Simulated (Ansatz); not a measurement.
# AlSiH4 (doublet): wave-function methods side by side at a displaced geometry (v1), cc-pVDZ

The task here is to estimate one member of a computed series from the others.

The runs use Ansatz 0.2.0, Gaussian basis; cc-pVDZ, core rule «outside noble gas», up to 10 orbitals frozen.

Plan: UHF; CCSD(T) on ROHF; CCSD(T) on UHF; BCCD(T) on ROHF; CISD as a restricted active space (open shells left free, so some higher excitations enter); CCSDT(Q) on ROHF; CCSDT(Q) on UHF; CASSCF and MRCISD+Q, 9 electrons in 9 orbitals; CASSCF and NEVPT2, 9 electrons in 9 orbitals.

15 further runs of the same task are left out: 4 that didn't finish, 11 set aside as unsound or not needed. Runs told in other sessions of the task aren't counted.

### The system

The geometry is a PBE0/def2-TZVP stationary point (not a proven minimum) with its atoms shifted at random (size 0.040 Å).

6 atoms, charge 0, spin multiplicity 2.

Atoms are counted from 1 here; the program's logs count them from 0.

Bond lengths: Si1–Al2 2.489 Å, Si1–H3 1.514 Å, Si1–H4 1.449 Å, Si1–H5 1.549 Å, Al2–H6 1.620 Å. Angles: Al2–Si1–H3 113.6°, Al2–Si1–H4 108.6°, Al2–Si1–H5 105.4°, H3–Si1–H4 109.2°, H3–Si1–H5 111.0°, H4–Si1–H5 109.0°, Si1–Al2–H6 121.4°.

Coordinates:

```xyz
6

Si    0.0028    0.0566    1.1668
Al    0.0019   -0.1100   -1.3166
H     0.0499    1.4809    1.6779
H     1.1460   -0.6712    1.6785
H    -1.2942   -0.6550    1.6270
H    -0.0315    1.2133   -2.2506
```

The first run:

Contents of in.yaml:

```yaml
crystal:
  periodic: [false, false, false]
  atoms:
    - {symbol: Si, position_ang: [0.002783, 0.056622, 1.166808]}
    - {symbol: Al, position_ang: [0.001950, -0.110044, -1.316633]}
    - {symbol: H, position_ang: [0.049914, 1.480915, 1.677907]}
    - {symbol: H, position_ang: [1.146041, -0.671179, 1.678459]}
    - {symbol: H, position_ang: [-1.294152, -0.655000, 1.626970]}
    - {symbol: H, position_ang: [-0.031537, 1.213317, -2.250631]}
basis:
  gaussian: {orbitals: cc-pVDZ}
magnetization: {spin_polarized: true, initial_magnetization: 1}
hamiltonian: {xc: hf}
output: {orbitals: {seedname: orbitals}}
```

Started as:

```
$ ansatz run in.yaml --threads 1 --pin off --events-out ev --progress --plain --max-ram 2393MiB
```

Steps of the session up to this table: UHF; CCSD(T) on ROHF; CCSD(T) on UHF; BCCD(T) on ROHF; CISD as a restricted active space (open shells left free, so some higher excitations enter); CCSDT(Q) on ROHF; CCSDT(Q) on UHF; CASSCF and MRCISD+Q, 9 electrons in 9 orbitals; CASSCF and NEVPT2, 9 electrons in 9 orbitals.

One of the session's tables, all rows but one given; the rest of the session is left out.

| method | from UCCSDT(Q) (kJ/mol) |
| --- | --- |
| ROHF | +531.8 |
| UHF | ? |
| RMP2 | +125.7 |
| UMP2 | +125.2 |
| CISD | +57.6 |
| RCCSD | +15.9 |
| UCCSD | +15.7 |
| RCCSD(T) | +3.5 |
| UCCSD(T) | +3.5 |
| BCCD(T) | +3.5 |
| RCCSDT | +0.5 |
| UCCSDT | +0.5 |
| RCCSDT(Q) | 0.0 |
| UCCSDT(Q) | 0 |
| CASSCF frontier | +383.8 |
| NEVPT2 frontier | +129.4 |
| MRCISD frontier | +33.5 |
| MRCISD+Q frontier | +3.1 |

**Question.** Estimate the row for UHF.

**Answer.** from UCCSDT(Q) (kJ/mol): +528.3. In the column «from UCCSDT(Q) (kJ/mol)» it lies between CASSCF frontier (+383.8) and ROHF (+531.8).

Limits of these values: Restricted and unrestricted rows rest on different reference determinants; a gap between their highest levels can come from leftover correlation error, from unlike frozen cores or from another state.
